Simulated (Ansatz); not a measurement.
# Cl₂+ (doublet): up Jacob's ladder to CCSD(T)

One table from this session's results is given with a row withheld; the runs are named, their logs left out.

Program: Ansatz 0.2.0, Gaussian basis. Level of theory: functionals in def2-TZVPP, the program's frozen cores in correlated methods. These are calculated values, not measurements.

Levels to be run: LDA (SPW92), PBE-D4, revPBE-D4, BLYP-D4, r2SCAN-D4, B97M-V, PBE0-D4, B3LYP-D4, r2SCANh-D4, r2SCAN0-D4, HSE06-D4, BHLYP-D4, CAM-B3LYP-D4, LC-ωPBE, ωB97X-V, ωB97M-V, B2PLYP, PBE-QIDH; CCSD(T)/def2-SVP; CCSD(T)/def2-TZVPP; CCSD(T)/def2-QZVPP; extrapolation to the limit; RPA on PBE.

## The geometry

An earlier PBE0-D4 in a triple-zeta def2 set relaxation fixed the geometry.

SMILES `Cl[Cl+]`, 2 atoms, charge 1, spin multiplicity 2.

Atoms are counted from 1 here; the program's logs count them from 0.

Bond lengths: Cl1–Cl2 1.884 Å.

The first run:

The input, in.yaml:

```yaml
crystal:
  periodic: [false, false, false]
  atoms:
    - {symbol: Cl, position_ang: [0.803657, -0.267575, 0.412063]}
    - {symbol: Cl, position_ang: [-0.803657, 0.267575, -0.412063]}
basis:
  gaussian: {orbitals: def2-TZVPP}
total_charge: 1
magnetization: {spin_polarized: true, initial_magnetization: 1}
hamiltonian: {xc: lda}
output: {orbitals: {seedname: orbitals}}
```

Started as:

```sh
$ ansatz run in.yaml --threads 2 --pin off --events-out ev --progress --plain --max-ram 32768MiB --backend cpu
```

Steps of the session up to this table: LDA; PBE-D4 (GGA); revPBE-D4 (GGA); BLYP-D4 (GGA); r2SCAN-D4 (meta-GGA); B97M-V (meta-GGA); B3LYP-D4 (hybrid); r2SCANh-D4 (hybrid); r2SCAN0-D4 (hybrid); HSE06-D4 (hybrid); BHLYP-D4 (hybrid); CAM-B3LYP-D4 (range-separated); LC-ωPBE (range-separated); ωB97X-V (range-separated); ωB97M-V (range-separated); B2PLYP (double hybrid); PBE-QIDH (double hybrid).

One of the session's tables, all rows but one given; the rest of the session is left out.

It belongs to the step «Frontier levels by functional». Levels, from each run's orbital file (highest filled and lowest empty over both spins):

| functional | HOMO (eV) | LUMO (eV) | gap (eV) |
| --- | --- | --- | --- |
| LDA (SPW92) | -15.12 | -15.23 | -0.11 |
| PBE-D4 | -15.05 | -14.95 | 0.11 |
| revPBE-D4 | -15.02 | -14.88 | 0.14 |
| BLYP-D4 | -14.90 | -14.81 | 0.09 |
| r2SCAN-D4 | -15.32 | -14.87 | 0.46 |
| B97M-V | -15.48 | -15.01 | 0.47 |
| PBE0-D4 | -16.53 | -13.98 | 2.55 |
| B3LYP-D4 | -16.25 | -14.23 | 2.02 |
| r2SCANh-D4 | ? | ? | ? |
| r2SCAN0-D4 | -16.69 | -13.88 | 2.81 |
| HSE06-D4 | -16.12 | -14.36 | 1.75 |
| BHLYP-D4 | -17.86 | -12.86 | 5.00 |
| CAM-B3LYP-D4 | -17.93 | -12.79 | 5.14 |
| LC-ωPBE | -19.41 | -11.61 | 7.80 |
| ωB97X-V | -18.99 | -11.78 | 7.21 |
| ωB97M-V | -18.78 | -11.84 | 6.94 |

**Question.** Estimate the row for r2SCANh-D4.

Worked estimate for «HOMO (eV)». Against the share of exact exchange, r2SCAN-D4 (0, -15.32), r2SCAN0-D4 (0.25, -16.69) give a slope of -5.48 per unit share; at 0.1 the line stands at -15.87.

The run gave: HOMO (eV): -15.87; LUMO (eV): -14.47; gap (eV): 1.40. In «HOMO (eV)» the line misses by 0.00.

Limits of these values: A negative gap means that an empty level lies below a filled one: whole occupations of an open shell aren't an aufbau state there.
